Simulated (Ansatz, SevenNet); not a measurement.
**How well does each level of theory give the elastic constant C12 of zinc-blende InP?**

Reference value: 56 GPa (measured, temperature not stated, no zero-point or thermal correction; as tabulated in Råsander and Moram (2015), arXiv:1505.02379).

Q: What do SevenNet-l3i5, LDA, PBE, LC-ωPBE, Hartree–Fock give, and how far is each from the reference?

A: 
| level (code) | value (GPa) | cell (Å³/atom) | difference (%) |
|---|---|---|---|
| SevenNet-l3i5 | 43.4 | 26.39 | -23 |
| LDA (Ansatz) | 56.6 | 24.73 | +1.1 |
| PBE (Ansatz) | 45.8 | 26.45 | -18.2 |
| LC-ωPBE (Ansatz) | 69.5 | 24.44 | +24 |
| Hartree–Fock (Ansatz) | 55.3 | 26.72 | -1.3 |

The reference's temperature isn't stated, so close values are not ranked against it.

The measured value isn't corrected to a static lattice, so vibrations enter the comparison.  Each level is taken at its own relaxed cell. K meshes differ between the levels. Ansatz's density-functional and Hartree–Fock values are scalar-relativistic unless marked +SOC, with PAW data made under PBE.

Machine-learned potentials (SevenNet-l3i5) are trained on DFT data: a solid inside that data is no test of them.

Differences are worked out from the printed values.

Ansatz is a quantum-chemistry and plane-wave program.
